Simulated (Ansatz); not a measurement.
What each rung costs, and what it gives

The pair of NH4⁺ (SMILES [NH4+], atoms 1–5) and PH3 (SMILES P, atoms 6–9), both closed shells, in one local arrangement (a lower one may exist), relaxed at PBE0-D4/def2-TZVP:

```
atom    x (Å)    y (Å)    z (Å)
  N1   0.0154  -0.0904  -1.6905
  H2   0.4616   0.7424  -2.0767
  H3  -0.9414  -0.1518  -2.0405
  H4   0.0060  -0.0325  -0.6213
  H5   0.5350  -0.9177  -1.9860
  P6  -0.0143   0.0851   1.5854
  H7   0.7560   1.0730   2.2338
  H8   0.4155  -1.0256   2.3412
  H9  -1.2340   0.3173   2.2548
```

Interaction energies are counterpoise-corrected; the time is that of the whole pair.

Program: Ansatz 0.2.0. Basis: as named in each row. Cores are frozen in the correlated methods. B3LYP uses VWN-RPA correlation. Extrapolation: Hartree–Fock as exp(−7.88 √X), correlation as X^−2.97.

Times are rough, for one single point on 2 threads of a shared host (Arm Neoverse V2).

The estimate by CCSD(T) at an estimated basis limit (MP2 extrapolated from triple and quadruple zeta, plus CCSD(T) − MP2 in triple zeta) is -15.81 kcal/mol.

```tsv
method	basis	time (s)	interaction energy (kcal/mol)	method less estimate
HF	STO-3G	under 1	-16.85	-1.03
PBE-D4	STO-3G	under 1	-27.93	-12.12
SPW92	def2-SVP	under 1	-22.78	-6.97
B3LYP-D4	6-31G	under 1	-19.86	-4.05
PBE-D4	def2-SVP	under 1	-19.98	-4.17
PBE0-D4	def2-SVP	under 1	-19.02	-3.20
CCSD(T)	def2-SVP	under 1	-14.04	1.78
PBE-D4	def2-TZVPPD	2	-18.74	-2.92
BLYP-D4	def2-TZVPPD	2	-17.36	-1.54
revPBE-D4	def2-TZVPPD	2	-17.80	-1.98
PBE0-D4	def2-TZVPPD	2	-18.11	-2.30
HSE06-D4	def2-TZVPPD	2	-18.13	-2.32
B3LYP-D4	def2-TZVPPD	2	-17.20	-1.39
wB97M-V	def2-SVP	2	-17.17	-1.36
r2SCAN-D4	def2-TZVPPD	3	-17.56	-1.75
B2PLYP	def2-TZVPPD	3	-15.95	-0.14
wB97X-V	def2-TZVPPD	6	-16.72	-0.91
B97M-V	def2-TZVPPD	6	-15.96	-0.15
wB97M-V	def2-TZVPPD	6	-15.75	0.06
MP2	def2-QZVPPD	10	-16.10	-0.29
CCSD(T)	def2-TZVPPD	26	-15.17	0.65
```

No T1 diagnostic of these runs exceeds 0.014.
